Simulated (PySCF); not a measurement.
# CuH (CuH): the cost of one run

Programs: PySCF 2.14.0, with density-fitted response routines of our own. Each step states its level of theory. These are calculated values for one molecule in the gas phase, unless marked as measured. Atoms count from 0, in the outputs and in this text.

## (1) The molecule as given

2 atoms, charge 0, multiplicity 1; geometry from: GFN2-xTB. The atoms were then displaced at random by about 0.01 Å, so the start is not that level's minimum.

Bonds of the start (Å): Cu0–H1 1.45.

## (2) Relaxing the molecule at PBE0-D3(BJ)/def2-SVP

Job settings and geometry (Å):

```
{"job": {"xc": "PBE0", "basis": "def2-SVP", "d3": "d3bj", "grid": 1, "shake": 0.01, "kind": "geom"}, "charge": 0, "multiplicity": 1}
Cu     0.734280    -0.028480     0.001370
H     -0.716790    -0.000340    -0.013500
```

Started as:

```console
OMP_NUM_THREADS=1 python probes_run.py task.json out
```

One launch serves the whole session: the jobs run in the order shown.

**Question.** How long does this first job take on 1 thread of Arm Neoverse V1, shared host, and how much memory does it need?

About 1.5 s, with a peak of 0.25 GiB.
